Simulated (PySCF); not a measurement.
H2S, charge +1, multiplicity 2. Atoms are numbered in the order given.

```xyz
3

S      0.0000     0.0000    -0.1060
H      0.0000    -0.9915     0.8480
H      0.0000     0.9915     0.8480
```
Charge +1, spin multiplicity 2.

The structure is a stationary point at PBE-D3(BJ)/def2-TZVPD. The spin state was assumed, not searched.

Level of theory: PBE-D3(BJ)/def2-TZVPD (PySCF 2.14.0).

Frequencies are harmonic and unscaled.

Computed harmonic wavenumbers and intensities:
```tsv
mode	ν (cm⁻¹)	IR (km/mol)	moving atoms (share of kinetic energy)
1	1141	3.3	H 97 %
2	2495	58.8	H 97 %
3	2498	89.8	H 97 %
```
